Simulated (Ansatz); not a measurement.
**PBE/cc-pVTZ run of [BF2]+ (SMILES F[B+]F)**

Aim: the vertical ionisation energy of [BF2]+ at PBE/cc-pVTZ, from 2 runs. 

Program for the calculation: Ansatz 0.2.0.

6 further runs of the same task are left out: 3 that didn't finish, 3 set aside as unsound or not needed.

### 1 The system as given

[BF2]+ has 3 atoms, charge +1, and is taken as a singlet. As SMILES, `F[B+]F`. The shape is that of a PBE0-D4/def2-TZVP optimisation.

Bond lengths: F1–B2 1.226 Å, B2–F3 1.226 Å. Angles: F1–B2–F3 180.0°.

### 2 A single-point energy at PBE/cc-pVTZ

Contents of input.yaml:

```yaml
crystal:
  periodic: [false, false, false]
  atoms:
    - {symbol: F, position_ang: [0.329710, 1.140520, 0.307700]}
    - {symbol: B, position_ang: [0.000000, -0.000000, 0.000000]}
    - {symbol: F, position_ang: [-0.329720, -1.140520, -0.307700]}
basis:
  gaussian:
    orbitals: cc-pVTZ
total_charge: 1
hamiltonian:
  xc: pbe
accuracy: high
output: {orbitals: {seedname: orbitals}}
```

The run is started by

```console
ansatz run input.yaml --threads 1 --pin off --max-ram 3480MiB --events-out events.jsonl --progress --plain --runs-dir runs
```

Standard output:

```text
Warning: RAYON_NUM_THREADS=1 ignored (pool sized by the plan → 1); use --threads N
Functional definition: PBE
  name "PBE"
  parameter kappa = 0.804
  parameter beta = 0.06672455060314922
  exchange = pbe_x(kappa = kappa, mu = beta*pi^2/3)
  correlation = pbe_c(beta = beta)
1354 factors; integrals over basis functions are off by at most 4.1e-9 eV
mean field evaluation 1: about -6085.7510 eV, gradient 1.0e2 eV
mean field evaluation 2: about -6036.3227 eV, gradient 2.1e2 eV
mean field evaluation 4: about -6098.4536 eV, gradient 3.5e0 eV
mean field evaluation 8: about -6098.4716 eV, gradient 1.2e-2 eV
mean field evaluation 16: about -6098.4716 eV, gradient 6.4e-8 eV
mean field -6098.47155154 eV, -224.1146958267 hartree, gradient 9.0e-9 eV, S^2 0.000000; 0 other end points of the search recorded, 0 dependent functions left out
reference -6098.47155447 eV, -224.1146959343 hartree; 11, 11 occupied and 79, 79 virtual orbitals, 1354 factors
Total energy: -6098.47155447 eV, -224.1146959343 hartree
```

Run time: 1.9 s. Hardware: 1 thread of Arm Neoverse V2, shared host; peak memory 0.15 GiB.

### 3 Doublet [BF2]2+

Changes to input.yaml since step 2:

```diff
@@ -9,6 +9,9 @@
     orbitals: cc-pVTZ
-total_charge: 1
+output: {orbitals: {seedname: orbitals}}
 hamiltonian:
   xc: pbe
+total_charge: 2
 accuracy: high
-output: {orbitals: {seedname: orbitals}}
+magnetization:
+  spin_polarized: true
+  initial_magnetization: 1
```

The run is started by

```console
ansatz run input.yaml --threads 1 --pin off --max-ram 3480MiB --events-out events.jsonl --progress --plain --runs-dir runs
```

Standard output:

```text
Warning: RAYON_NUM_THREADS=1 ignored (pool sized by the plan → 1); use --threads N
Functional definition: PBE
  name "PBE"
  parameter kappa = 0.804
  parameter beta = 0.06672455060314922
  exchange = pbe_x(kappa = kappa, mu = beta*pi^2/3)
  correlation = pbe_c(beta = beta)
1356 factors; integrals over basis functions are off by at most 4.1e-9 eV
mean field evaluation 1: about -6055.5294 eV, gradient 8.5e1 eV
mean field evaluation 2: about -6001.4223 eV, gradient 1.5e2 eV
mean field evaluation 4: about -6072.7705 eV, gradient 2.7e0 eV
mean field evaluation 8: about -6072.7860 eV, gradient 4.9e-1 eV
mean field evaluation 16: about -6072.7869 eV, gradient 5.0e-6 eV
mean field evaluation 32: about -6072.6397 eV, gradient 7.9e0 eV
mean field -6072.78693251 eV, -223.1708034870 hartree, gradient 9.4e-8 eV, S^2 0.755925; 5 other end points of the search recorded, 0 dependent functions left out
reference -6072.78693442 eV, -223.1708035572 hartree; 11, 10 occupied and 79, 80 virtual orbitals, 1356 factors
Total energy: -6072.78693442 eV, -223.1708035572 hartree
```

Run time: 17 s. Hardware: 1 thread of Arm Neoverse V2, shared host; peak memory 0.21 GiB.

### 4 Summary of results

Level: PBE/cc-pVTZ.

| quantity | value |
| --- | --- |
| singlet [BF2]+: total energy | -224.11470 Eh |
| singlet [BF2]+: HOMO energy | -20.56 eV |
| singlet [BF2]+: LUMO energy | -9.44 eV |
| singlet [BF2]+: HOMO–LUMO gap | 11.12 eV |
| doublet [BF2]2+: total energy | -223.17080 Eh |
| doublet [BF2]2+: HOMO energy (highest over α and β) | -31.16 eV |
| doublet [BF2]2+: LUMO energy (lowest over α and β) | -30.83 eV |
| doublet [BF2]2+: ⟨S²⟩ | 0.756 |
| vertical ionisation energy (to the doublet dication) | 25.685 eV |

**Reading.** Removing an electron at fixed nuclei costs 25.68 eV (592 kcal/mol). The negative HOMO energy of the first species, 20.56 eV, lies 5.13 eV below that difference.
